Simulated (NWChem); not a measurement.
Ionisation of Be (+1)

SMILES: [Be+]
```xyz
1

Be     0.0000     0.0000     0.0000
```
Charge +1, spin multiplicity 2.

The numbers come from NWChem runs, not from measurements.

Basis set: def2-TZVP. The species with one electron less has spin multiplicity 1. Δ marks differences of total energies (open shells unrestricted). −ε marks an orbital energy of the parent. That orbital need not have the symmetry of the hole or added electron in the Δ rows. That singlet is a closed-shell solution.

B3LYP has NWChem's definition, with VWN1-RPA local correlation. The stability of the SCF solutions was not checked. Open-shell Hartree-Fock references start from PBE0 orbitals.

### Question
Order these methods by the first vertical ionisation energy they give, lowest first: ΔPBE, ΔB3LYP, −ε(alpha HOMO) of PBE0, −ε(alpha HOMO) of B3LYP, −ε(alpha HOMO) of PBE, −ε(alpha HOMO) of HF.

### Answer
−ε(alpha HOMO) of PBE (14.46 eV), −ε(alpha HOMO) of B3LYP (15.24 eV), −ε(alpha HOMO) of PBE0 (15.47 eV), −ε(alpha HOMO) of HF (18.12 eV), ΔPBE (18.48 eV), ΔB3LYP (18.61 eV)
